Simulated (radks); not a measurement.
# F³⁺ in [He] 2s2 2p2: an all-electron calculation

An exercise on one series of results from a longer session: the logs are not shown, and one member is left open.

The numbers are computed with radks (a radial shooting solver on a logarithmic mesh, Libxc functionals) version 1 (scalar-relativistic Kohn-Sham, PBE, spin-polarised, spherical densities, finite nucleus; open shells are filled with parallel spins first), except any that are marked as measured or tabulated.

### The atom as given

```
element            : fluorine (Z = 9)
charge             : +3
electrons          : 6
configuration      : [He] 2s2 2p2
nuclear rms radius : 2.8976 fm
```

The outer shells:

F³⁺
```
[He] core
2s [↑↓]
2p [↑ ][↑ ][  ]
```

Set-up of the first run:

Input:

```text
Z 9
configuration [He] 2s2 2p2 3s0 3p0
relativity scalar-relativistic
functional pbe,pbe
spin polarised
nucleus finite rms 2.8976 fm
c 137.035999084
```

One of the session's tables, all rows but one given; the rest of the session is left out.

It belongs to the step «Radial structure». Sizes of the orbitals, from the radial functions (bohr):

| level | <r> | outermost maximum (interpolated) | 90 % within |
| --- | --- | --- | --- |
| 1s up | ? | ? | ? |
| 1s down | 0.1758 | 0.114 | 0.315 |
| 2s up | 0.8701 | 0.714 | 1.35 |
| 2s down | 0.8873 | 0.722 | 1.39 |
| 2p up | 0.8189 | 0.620 | 1.35 |
| 2p down | 0.8433 | 0.631 | 1.40 |

Q: Estimate the row for 1s up from the others.

As computed: <r>: 0.1763; outermost maximum (interpolated): 0.114; 90 % within: 0.316. In the column «<r>» it lies between 1s down (0.1758) and 2p up (0.8189).

Limits of these values: Open shells are spherical and high-spin; term and fine-structure splittings are not resolved.
